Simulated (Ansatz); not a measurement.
Born–Oppenheimer molecular dynamics of H5OSi2 (8 atoms, charge 1, multiplicity 1). It starts from a relaxed structure.

Method: RKS revPBE/STO-3G in Ansatz.

| Quantity | Value |
| --- | --- |
| ensemble | NVT, Langevin thermostat |
| time step | 0.5 fs |
| steps asked | 100 |
| set temperature | 500 K |
| friction | 0.02 /fs |
| seed | 889569 |

Frames 1 fs apart, positions in Å.

Velocities at 5 fs (Å/ps):

```
O -6.24 -5.37 -2.32
Si 1.45 -0.11 -3.65
Si -2.65 4.03 2.49
H 14.68 -7.51 -34.88
H 26.13 -16.93 14.65
H 5.04 19.59 -22.22
H -7.22 0.40 10.88
H -0.54 28.01 9.09
```

```xyz
8
Properties=species:S:1:pos:R:3 time_fs=5 energy_less_start_eV=0.209 T=355
O -1.731 -0.027 -0.584
Si -0.120 0.733 -0.361
Si 0.897 -1.004 0.749
H -2.117 0.708 -1.213
H 0.847 0.937 -1.490
H 0.010 1.928 0.424
H 2.261 -1.002 1.265
H 0.168 -2.282 1.153
8
Properties=species:S:1:pos:R:3 time_fs=6 energy_less_start_eV=0.215 T=354
O -1.737 -0.032 -0.587
Si -0.118 0.732 -0.364
Si 0.894 -0.999 0.751
H -2.105 0.696 -1.246
H 0.868 0.919 -1.474
H 0.013 1.949 0.407
H 2.254 -1.002 1.276
H 0.176 -2.251 1.156
8
Properties=species:S:1:pos:R:3 time_fs=7 energy_less_start_eV=0.229 T=370
O -1.741 -0.037 -0.589
Si -0.116 0.731 -0.367
Si 0.892 -0.994 0.754
H -2.099 0.676 -1.276
H 0.888 0.899 -1.460
H 0.013 1.972 0.393
H 2.258 -1.004 1.286
H 0.190 -2.214 1.154
8
Properties=species:S:1:pos:R:3 time_fs=8 energy_less_start_eV=0.267 T=327
O -1.744 -0.042 -0.592
Si -0.113 0.730 -0.370
Si 0.888 -0.990 0.757
H -2.102 0.646 -1.299
H 0.902 0.875 -1.444
H 0.012 1.990 0.377
H 2.269 -1.005 1.295
H 0.201 -2.177 1.151
8
Properties=species:S:1:pos:R:3 time_fs=9 energy_less_start_eV=0.326 T=306
O -1.744 -0.047 -0.596
Si -0.110 0.728 -0.372
Si 0.884 -0.985 0.760
H -2.111 0.617 -1.318
H 0.911 0.848 -1.430
H 0.013 2.003 0.357
H 2.279 -1.006 1.303
H 0.203 -2.144 1.146
8
Properties=species:S:1:pos:R:3 time_fs=10 energy_less_start_eV=0.352 T=258
O -1.744 -0.052 -0.598
Si -0.106 0.725 -0.374
Si 0.881 -0.980 0.763
H -2.123 0.592 -1.331
H 0.918 0.817 -1.423
H 0.010 2.013 0.344
H 2.287 -1.006 1.308
H 0.190 -2.128 1.144
8
Properties=species:S:1:pos:R:3 time_fs=11 energy_less_start_eV=0.315 T=247
O -1.741 -0.054 -0.601
Si -0.102 0.722 -0.376
Si 0.877 -0.975 0.767
H -2.137 0.568 -1.340
H 0.918 0.789 -1.424
H 0.006 2.020 0.341
H 2.291 -1.006 1.309
H 0.167 -2.132 1.148
8
Properties=species:S:1:pos:R:3 time_fs=12 energy_less_start_eV=0.253 T=394
O -1.736 -0.055 -0.602
Si -0.099 0.720 -0.378
Si 0.875 -0.969 0.771
H -2.150 0.545 -1.342
H 0.910 0.759 -1.432
H 0.000 2.022 0.341
H 2.291 -1.006 1.304
H 0.136 -2.155 1.160
8
Properties=species:S:1:pos:R:3 time_fs=13 energy_less_start_eV=0.226 T=384
O -1.729 -0.055 -0.604
Si -0.095 0.716 -0.381
Si 0.872 -0.963 0.775
H -2.159 0.525 -1.343
H 0.900 0.728 -1.448
H -0.006 2.020 0.344
H 2.285 -1.001 1.289
H 0.104 -2.186 1.174
8
Properties=species:S:1:pos:R:3 time_fs=14 energy_less_start_eV=0.233 T=397
O -1.721 -0.052 -0.606
Si -0.090 0.712 -0.382
Si 0.870 -0.958 0.779
H -2.172 0.514 -1.345
H 0.886 0.701 -1.476
H -0.008 2.018 0.350
H 2.272 -0.997 1.275
H 0.077 -2.210 1.183
8
Properties=species:S:1:pos:R:3 time_fs=15 energy_less_start_eV=0.257 T=434
O -1.712 -0.047 -0.608
Si -0.086 0.708 -0.384
Si 0.867 -0.953 0.783
H -2.190 0.507 -1.349
H 0.874 0.675 -1.504
H -0.010 2.014 0.361
H 2.252 -0.990 1.252
H 0.058 -2.224 1.191
8
Properties=species:S:1:pos:R:3 time_fs=16 energy_less_start_eV=0.284 T=425
O -1.702 -0.041 -0.610
Si -0.082 0.704 -0.385
Si 0.864 -0.948 0.788
H -2.210 0.499 -1.356
H 0.859 0.651 -1.532
H -0.014 2.005 0.370
H 2.232 -0.982 1.228
H 0.048 -2.222 1.198
```

Of the whole run (50 fs, mean temperature of the second half 491 K): A run of 0.05 ps of so small a system gives no equilibrium averages. Limits of this set-up: minimal basis.

The run took 69 s on 1 thread of Intel(R) Xeon(R) 6975P-C (Granite Rapids), with other jobs on the host, peak memory 0.1 GiB.
